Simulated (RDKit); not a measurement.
RDKit input (UFF):

```python
from rdkit import Chem
from rdkit.Chem import AllChem, rdDetermineBonds

mol = Chem.MolFromXYZFile('mol.xyz')
rdDetermineBonds.DetermineBonds(mol, charge=-1)
print('SMILES', Chem.MolToSmiles(Chem.RemoveHs(mol)))
ff = AllChem.UFFGetMoleculeForceField(mol)
e0 = ff.CalcEnergy()
flag = ff.Minimize(maxIts=5000, forceTol=1e-5)
print(f'energy {e0:.4f} -> {ff.CalcEnergy():.4f} kcal/mol, converged: {flag == 0}')
print(Chem.MolToXYZBlock(mol))
```
mol.xyz:
```
13

C      0.00150420     0.06782275     0.35234476
H      0.00420647    -0.06617570     1.47074893
C      0.00836434     1.49076899    -0.15367575
H     -0.87400686     2.03508487     0.22502747
H      0.89948318     2.02456257     0.21948169
C      1.24463462    -0.68990047    -0.13394913
H      1.26512854    -0.68733128    -1.22899581
H      2.15557123    -0.18983784     0.21049222
H      1.26778541    -1.72832745     0.23041004
C     -1.25354649    -0.67507850    -0.12613720
H     -1.28085629    -0.67222569    -1.22103440
H     -1.28673820    -1.71317120     0.23839815
H     -2.15631350    -0.16425497     0.22397568
```

Question: Which steric energies does it print, before and after the minimisation?

Answer: 5.16 and 2.32 kcal/mol. They count from the force field's own zero for this bonding and are no heats of formation.
